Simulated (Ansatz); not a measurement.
# AlBH (quartet): the correlation ladder at scale of all distances = 2.421, 6-31G

How much of the correlation energy of AlBH (quartet) does each wave-function method recover here?

Program: Ansatz 0.2.0, Gaussian basis. Level of theory: 6-31G, core rule «outside noble gas», up to 6 orbitals frozen. These are calculated values, not measurements.

Plan: UHF; CCSD(T) on ROHF; CCSD(T) on UHF; BCCD(T) on ROHF; CISD as a restricted active space (open shells left free, so some higher excitations enter); CCSDT(Q) on ROHF; CCSDT(Q) on UHF; CISDTQ; CCSDTQ on ROHF; CCSDTQ on UHF; CASSCF and MRCISD+Q, 5 electrons in 5 orbitals; CASSCF and NEVPT2, 5 electrons in 5 orbitals; CASSCF and MRCISD+Q, 7 electrons in 9 orbitals; CASSCF and NEVPT2, 7 electrons in 9 orbitals; Full CI.

16 further runs of the same task are left out: 10 that didn't finish, 6 set aside as unsound or not needed. Runs told in other sessions of the task aren't counted.

### Step 1. The geometry

The geometry derives from a PBE0/def2-TZVP stationary point (not a proven minimum). All distances are scaled together.

3 atoms, charge 0, spin multiplicity 4.

Atoms are counted from 1 here; the program's logs count them from 0.

No contacts short enough for the rule that draws bonds.

### Step 2. UHF

Input file in.yaml:

```yaml
crystal:
  periodic: [false, false, false]
  atoms:
    - {symbol: B, position_ang: [0.000000, 0.000000, 0.609850]}
    - {symbol: Al, position_ang: [0.000000, 0.000000, -4.088827]}
    - {symbol: H, position_ang: [0.000000, 0.000000, 3.478977]}
basis:
  gaussian: {orbitals: 6-31G}
magnetization: {spin_polarized: true, initial_magnetization: 3}
hamiltonian: {xc: hf}
output: {orbitals: {seedname: orbitals}}
```

On the command line:

```
$ ansatz run in.yaml --threads 1 --pin off --events-out ev --progress --plain --max-ram 2393MiB
```

After this run come: CCSD(T) on ROHF; CCSD(T) on UHF; BCCD(T) on ROHF; CISD as a restricted active space (open shells left free, so some higher excitations enter); CCSDT(Q) on ROHF; CCSDT(Q) on UHF; CISDTQ; CCSDTQ on ROHF; CCSDTQ on UHF; CASSCF and MRCISD+Q, 5 electrons in 5 orbitals; CASSCF and NEVPT2, 5 electrons in 5 orbitals; CASSCF and MRCISD+Q, 7 electrons in 9 orbitals; CASSCF and NEVPT2, 7 electrons in 9 orbitals; Full CI.

Before running them: what should the planned runs give, taken together? Wanted: FCI from the RHF energy; RMP2 from FCI; UMP2 from FCI; RCCSD from FCI; RCCSD(T) from FCI; UCCSD(T) from FCI; RCCSDT(Q) from FCI; UCCSDT(Q) from FCI; NEVPT2 pair from FCI.

As calculated:

| quantity | value |
| --- | --- |
| FCI from the ROHF energy | -1.9856 eV |
| RMP2 from FCI | +881.3 meV |
| UMP2 from FCI | +880.7 meV |
| RCCSD from FCI | +28.6 meV |
| RCCSD(T) from FCI | +14.7 meV |
| UCCSD(T) from FCI | +14.6 meV |
| RCCSDT(Q) from FCI | +1.0 meV |
| UCCSDT(Q) from FCI | +0.9 meV |
| NEVPT2 pair from FCI | +726.3 meV |
| NEVPT2 valence from FCI | +178.2 meV |
| MRCISD+Q valence from FCI | +9.2 meV |
| levels within 1 kcal/mol (43 meV) | RCCSD, UCCSD, RCCSD(T), UCCSD(T), BCCD(T), RCCSDT, UCCSDT, CISDTQ, RCCSDT(Q), UCCSDT(Q), RCCSDTQ, UCCSDTQ, MRCISD valence, MRCISD+Q valence |
| T1 diagnostic | 0.010 |
| effectively unpaired electrons | 3.16 |

What this shows: RCCSD(T) misses by +14.7 meV, 0.7 % of the correlation energy. One determinant dominates. Of the multireference levels listed MRCISD+Q valence comes nearest in total energy (+9.2 meV), which doesn't show that its space is the better one. These misses are within one basis, not against nature; the frozen cores of restricted and unrestricted runs differ, which can shift their rows.

Levels on UHF freeze UHF's core orbitals, full CI those of ROHF, so the U rows can settle a little off it for that reason alone.

With open shells the CI space here admits some higher excitations, so it is larger than plain CISD.
